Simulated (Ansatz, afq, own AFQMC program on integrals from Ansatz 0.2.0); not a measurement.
# SbH$_{3}$⁺, doublet in def2-SVP, levels against CCSDT(Q)

```yaml
atoms:
  - { symbol: Sb, position_ang: [0.0000, 0.0000, -0.0130] }
  - { symbol: H, position_ang: [1.5873, 0.0135, 0.5265] }
  - { symbol: H, position_ang: [-0.8069, 1.3701, 0.5181] }
  - { symbol: H, position_ang: [-0.7847, -1.3817, 0.5215] }
```

Basis def2-SVP with its core potentials. Noble-gas cores (and the filled d shells of Ga–Kr and In–Xe) are frozen. Ansatz 0.2.0 and our own AFQMC program on the same integrals; the CISD trial comes from CCSD amplitudes, and released means the phaseless constraint is let go. Free projection: walkers drawn from exp(T), propagated without any constraint. Its projection time is finite, and what remains of the start isn't in its error. ± is one standard error of the sampling. No spin–orbit coupling.

Determinant: UHF, the one that the program's search chose, which needn't be the lowest solution. The geometry is a point of a scan.

No full CI on the walks' own integrals is used here; CCSDT(Q) serves as the reference and is uncertain by about the last step of the cluster series.

Cautions: no spin-orbit coupling; inner d shell frozen.

- T1 diagnostic: 0.0109
- weight of the determinant in the CISD state: 0.929
- ⟨S²⟩ of the determinant: 0.753
- size of the correlated space: 7 electrons in 32 orbitals

Reference: CCSDT(Q), correlation energy -3.094 eV. The released energy is read at 2.40 1/Eh (meV from the phaseless value at times in 1/Eh: -1 ± 4 at 0.24, -4 ± 3 at 0.51, -2 ± 4 at 0.99, -4 ± 4 at 1.62, -6 ± 4 at 2.40).

| level | E − E(reference) (kcal/mol) | share of correlation (%) |
| --- | --- | --- |
| HF | 71.36 | 0.00 |
| MP2 | 17.43 | 75.57 |
| CCSD | 1.82 | 97.45 |
| CCSD(T) | 0.43 | 99.39 |
| CCSDT | 0.03 | 99.96 |
| ph-AFQMC/HF | -0.07 ± 0.60 | 100.09 |
| ph-AFQMC/CISD | 0.13 ± 0.09 | 99.82 |
| released AFQMC | 0.00 ± 0.09 | 99.99 |
| free AFQMC | -0.01 ± 0.16 | 100.01 |

Free projections are given only where their last times agree within the noise and don't stop above the reference; a slow remainder of the start can still hide under it. A walk keeps the symmetry of its determinant, which the program's search chose and which needn't be the lowest solution, so a lower state of the same spin and another symmetry isn't excluded. Released energies are given only where the last usable release times agree within the noise; a slower fall can still hide under it.
